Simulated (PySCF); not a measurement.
**Al: ionisation energy**

Al [Ne] 3s2 3p1 (2P) → Al⁺ [Ne] 3s2 (1S), as a difference of total energies. Computed with PySCF 2.14 in aug-cc-pwCVTZ (8s7p5d3f, 75 functions), with no relativity, point nucleus. Correlated levels: nothing frozen. The calculations carry no spin-orbit coupling.

```
                 method  ionisation energy (eV)
                    UHF                   5.599
    MP2 (all electrons)                   5.806
SCS-MP2 (all electrons)                   5.794
   CCSD (all electrons)                   5.909
CCSD(T) (all electrons)                   5.936
```

**Question.** How much does correlation contribute at CCSD(T) (all electrons)?

**Answer.** 5.936 − (5.599) = 0.337 eV, measured against UHF.

A first-order spin-orbit estimate (lowest level to lowest level, LS coupling) adds 0.008 eV.

Errors of the correlated levels include the incompleteness of this basis.

For comparison: 5.986 eV (measured; NIST Atomic Spectra Database, ionization energies).
